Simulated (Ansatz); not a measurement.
Results of PBE (Ansatz, a program for electronic structure, plane waves, PAW) for B20 (FeSi-type) FeSi.

Input:

Ansatz 0.2 input:
```yaml
crystal:
  lattice:
    - [4.4180673075, 0.0, 0.0]
    - [0.0, 4.4180673075, 0.0]
    - [0.0, 0.0, 4.4180673075]
  atoms:
    - { symbol: Fe, position: [0.8640022103, 0.6359977897, 0.3640022103] }
    - { symbol: Fe, position: [0.3640022103, 0.8640022103, 0.6359977897] }
    - { symbol: Fe, position: [0.1359977897, 0.1359977897, 0.1359977897] }
    - { symbol: Fe, position: [0.6359977897, 0.3640022103, 0.8640022103] }
    - { symbol: Si, position: [0.1592681137, 0.3407318863, 0.6592681137] }
    - { symbol: Si, position: [0.6592681137, 0.1592681137, 0.3407318863] }
    - { symbol: Si, position: [0.8407318863, 0.8407318863, 0.8407318863] }
    - { symbol: Si, position: [0.3407318863, 0.6592681137, 0.1592681137] }
basis:
  ecutwfc: 520
  ecutrho_ratio: 4
  xc_grid: 2
kpoints:
  mp_grid: { grid: [8, 8, 8] }
hamiltonian:
  xc: pbe
  dispersion: none
  pseudopotentials: { kind: paw }
scf:
  occupations: { method: fermi_dirac, width: 0.01 }
output:
  forces: true
  stress: true
  eigenvalues: true
relax:
  f_tol: 0.004
  escape_saddle: false
  max_steps: 80
```

The run printed, among other lines:

```
WARN output.stress: scf.convergence.dr2_threshold = 1.6e-8 eV (the default of a walk held to its f_tol) is looser than the 8e-10 eV advised for a printed …
Relaxation: its limit of steps is 80 (relax.max_steps)
Crystal: 8 atoms, lattice volume = 86.238 Å³
Basis set: ecut = 520 eV, 2325 PW (Γ), exchange–correlation on 72×72×72 points (8 copies of the dense FFT grid, shifted against one another)
Bands: 48, of which v1, the nominal top of the filled ones, is band 40 counted from 1 (39 counted from 0)
Symmetry: 12 space group operations
Space group: P213 (ITA 198), of the structure as read, at distance tolerance 4.4e-5 Å
k-points: 45 of 512 (time reversal used)
Functional: x = pbe(κ = 0.804, μ = 0.2195149727645171), c = pbe(β = 0.06672455060314922)
SCF iter   1: F=—  HF=-20469.272295 eV  |F-HF|=—  |Δ(HF+E_count)|=         —  Δρ=1.29e-2  dr2=4.15e-2
SCF iter   2: F=—  HF=-20469.255210 eV  |F-HF|=—  |Δ(HF+E_count)|=   1.71e-2  Δρ=5.17e-3  dr2=8.61e-3
  ...
SCF 1 converged in 6 iterations: F = -20469.252645 eV  dr2 = 3.15e-7
Crystal: 8 atoms, lattice volume = 86.238 Å³
Initial density: handed on by an earlier stage of this run
SCF 2 converged in 6 iterations: F = -20469.253437 eV  dr2 = 2.69e-10
Crystal: 8 atoms, lattice volume = 86.238 Å³
SCF 3 converged in 6 iterations: F = -20469.254039 eV  dr2 = 2.43e-9
Crystal: 8 atoms, lattice volume = 86.238 Å³
SCF iter   5: F=-20469.254039 eV  HF=-20469.254039 eV  |F-HF|=7.28e-12  |Δ(HF+E_count)|=  7.28e-12  Δρ=1.67e-7  dr2=1.55e-11
SCF iter   6: F=-20469.254039 eV  HF=-20469.254039 eV  |F-HF|=7.28e-12  |Δ(HF+E_count)|=  3.64e-12  Δρ=7.89e-8  dr2=2.72e-12
SCF 4 converged in 6 iterations: F = -20469.254039 eV  dr2 = 2.72e-12
relax step   4: F+E_penalty+E_count = -20469.25403949 eV  Δ(F+E_penalty+E_count) = -8.986e-10 eV  max|allowed force component| = 8.555e-4 eV/Å  Δτ_max = 0.0000 Å  (6 SCF iters, accepted)
SCF converged after 6 iterations
Free energy (F): -20469.254039 eV
Internal energy: -20469.254029 eV  (E = F + TS)
E sigma→0 (E₀):  -20469.254034 eV
Fermi energy:    17.156473 eV
--- Forces (eV/Å), atoms counted from 1 ---
  atom   1  Fe    -0.00045712     0.00045712    -0.00045712
  atom   2  Fe    -0.00045712    -0.00045712     0.00045712
  atom   3  Fe     0.00045712     0.00045712     0.00045712
  atom   4  Fe     0.00045712    -0.00045712    -0.00045712
  atom   5  Si     0.00085554    -0.00085554     0.00085554
  atom   6  Si     0.00085554     0.00085554    -0.00085554
  atom   7  Si    -0.00085554    -0.00085554    -0.00085554
  atom   8  Si    -0.00085554     0.00085554     0.00085554
--- Stress (GPa, compression-positive) ---
        4.625663       0.000000      -0.000000
        0.000000       4.625663      -0.000000
       -0.000000       0.000000       4.625663
  P = ⅓ Tr σ = 4.6257 GPa (46.257 kbar)
```

The cell is one volume of an energy–volume scan, off the minimum.
